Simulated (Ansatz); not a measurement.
Kohn–Sham single points on `CCOCF`.

```yaml
crystal:
  periodic: [false, false, false]
  atoms:
    - {symbol: C, position_ang: [-0.922675, 1.265755, 0.867149]}
    - {symbol: C, position_ang: [0.096176, 0.556581, 0.015713]}
    - {symbol: O, position_ang: [-0.162145, -0.839871, 0.077368]}
    - {symbol: C, position_ang: [0.623586, -1.592086, -0.741155]}
    - {symbol: F, position_ang: [1.930554, -1.637198, -0.286187]}
    - {symbol: H, position_ang: [-0.854758, 0.931869, 1.904044]}
    - {symbol: H, position_ang: [-1.934172, 1.068152, 0.507426]}
    - {symbol: H, position_ang: [-0.749404, 2.343558, 0.840566]}
    - {symbol: H, position_ang: [1.112121, 0.758179, 0.371061]}
    - {symbol: H, position_ang: [0.033833, 0.886522, -1.031085]}
    - {symbol: H, position_ang: [0.668974, -1.184767, -1.761010]}
    - {symbol: H, position_ang: [0.234913, -2.611896, -0.729887]}
basis:
  gaussian: {orbitals: def2-TZVPP}
hamiltonian: {xc: {name: B2PLYP}}
```

```sh
$ ansatz run in.yaml --threads 4 --pin off --events-out ev --progress --plain --max-ram 10444MiB
```

It prints (some lines left out):

```
Functional definition: B2PLYP
1522 factors; integrals over basis functions are off by at most 1.1e-3 eV
mean field evaluation 1: about -7973.0783 eV, gradient 4.7e1 eV
mean field evaluation 2: about -7973.2138 eV, gradient 4.7e1 eV
mean field evaluation 4: about -7977.5625 eV, gradient 5.2e0 eV
mean field evaluation 8: about -7977.6131 eV, gradient 4.3e-1 eV
mean field evaluation 16: about -7977.6134 eV, gradient 1.2e-4 eV
mean field -7977.61343536 eV, -293.1718863289 hartree, gradient 6.7e-6 eV, S^2 0.000000; 0 other end points of the search recorded, 0 dependent functions left out
5 core orbitals not correlated: weight in the atoms' cores, before any rotation towards them, 1.000 or more for the frozen orbitals, at most 0.000 for the correlated occupied ones
reference -7977.61360451 eV, -293.1718925449 hartree; 16, 16 occupied and 232, 232 virtual orbitals, 1522 factors
second order -32.78667686 eV of doubles, -0.00000000 eV of singles
Total energy: -7986.46600726 eV, -293.4972123457 hartree
```

It took 3.6 s on 4 threads of an Arm Neoverse V2 on a shared host, with 0.66 GiB of host memory at the peak.

With the line `hamiltonian: {xc: {name: BLYP}, dispersion: d4}` (abridged; 1.4 s):

```
Functional definition: BLYP
mean field evaluation 16: about -7989.9407 eV, gradient 2.3e-4 eV
mean field -7989.94072812 eV, -293.6249059821 hartree, gradient 8.1e-5 eV, S^2 0.000000
Total energy: -7990.33572884 eV, -293.6394219908 hartree
```

The same input with `hamiltonian: {xc: pbe, dispersion: d4}` and forces (abridged; 1.8 s):

```
Functional definition: PBE
mean field evaluation 16: about -7983.0558 eV, gradient 1.3e-2 eV
mean field -7983.05577988 eV, -293.3718888012 hartree, gradient 1.6e-5 eV, S^2 0.000000
Total energy: -7983.22985788 eV, -293.3782860496 hartree
Atom 0 force    -0.015094     0.025927     0.012567 eV/Å
Atom 1 force     0.037771     0.293144    -0.000509 eV/Å
Atom 2 force    -0.488917    -0.233035     0.363337 eV/Å
Atom 3 force    -0.239666    -0.143006    -0.300037 eV/Å
Atom 4 force     0.776425    -0.059964     0.225579 eV/Å
Atom 5 force     0.005875    -0.055751     0.209921 eV/Å
Atom 6 force    -0.206146    -0.029820    -0.063561 eV/Å
Atom 7 force     0.024335     0.210204     0.003598 eV/Å
Atom 8 force     0.225821     0.061092     0.069196 eV/Å
Atom 9 force     0.002969     0.079669    -0.239014 eV/Å
Atom 10 force     0.000897     0.096632    -0.275272 eV/Å
Atom 11 force    -0.124270    -0.245090    -0.005804 eV/Å
Dipole moment:    -0.195135     0.216856    -0.181726 e Å
```

With the line `hamiltonian: {xc: {name: wB97X-V}}` (abridged; 5.5 s):

```
Functional definition: wB97X-V
mean field evaluation 16: about -7989.8296 eV, gradient 4.9e-5 eV
mean field -7989.82955384 eV, -293.6208204028 hartree, gradient 4.9e-5 eV, S^2 0.000000
Total energy: -7989.82955192 eV, -293.6208203321 hartree
```

With the line `hamiltonian: {xc: lda}` (abridged; 0.95 s):

```
Functional definition: SPW92
mean field evaluation 16: about -7929.9400 eV, gradient 3.7e-4 eV
mean field -7929.93996758 eV, -291.4199187022 hartree, gradient 2.0e-5 eV, S^2 0.000000
Total energy: -7929.94000617 eV, -291.4199201203 hartree
```

The same input with `hamiltonian: {xc: {name: LC-wPBE}}` (abridged; 1.8 s):

```
Functional definition: LC-wPBE
mean field evaluation 16: about -7987.7864 eV, gradient 6.5e-5 eV
mean field -7987.78641905 eV, -293.5457365838 hartree, gradient 6.5e-5 eV, S^2 0.000000
Total energy: -7987.78641905 eV, -293.5457365841 hartree
```
